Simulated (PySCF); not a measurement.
Basis-set dependence of BF⁺ at CCSD(T)

PySCF, UHF reference; doublet, unpaired electrons σ ↑; De to B⁺ + F without counterpoise correction. Frozen cores follow the default of each basis and core potential.

```json
{"basis": "6-311G(d,p)", "relativity": "no relativity", "functions": "36", "Re (Å)": "1.219", "ωe (cm⁻¹)": "1665", "De (eV)": "4.56", "frozen orbitals": "2"}
{"basis": "aug-pcseg-1", "relativity": "no relativity", "functions": "46", "Re (Å)": "1.232", "ωe (cm⁻¹)": "1633", "De (eV)": "4.43", "frozen orbitals": "2"}
{"basis": "cc-pVTZ", "relativity": "no relativity", "functions": "60", "Re (Å)": "1.218", "ωe (cm⁻¹)": "1691", "De (eV)": "4.90", "frozen orbitals": "2"}
{"basis": "def2-TZVPPD", "relativity": "no relativity", "functions": "77", "Re (Å)": "1.219", "ωe (cm⁻¹)": "1686", "De (eV)": "4.86", "frozen orbitals": "2"}
```

(1) How does each smaller set differ from the one with most functions, def2-TZVPPD?

Correlated steps freeze 2 core orbitals. Correlated levels converge slowly with the basis: in double zeta they bind strong bonds too weakly, by up to about 1 eV, and carry superposition errors of some tenths. For an ion De counts to the pair picked by the measured ionisation energies or electron affinities, which need not be the lowest pair at this level. The state was picked by a PBE0 search and need not be the measured ground state.

Results:

(1) 6-311G(d,p): +0.0 pm, -1.2 % in ωe, -0.30 eV in De; aug-pcseg-1: +1.3 pm, -3.1 % in ωe, -0.43 eV in De; cc-pVTZ: -0.1 pm, +0.3 % in ωe, +0.04 eV in De. All at CCSD(T); the set with most functions is neither the basis-set limit nor always the best.
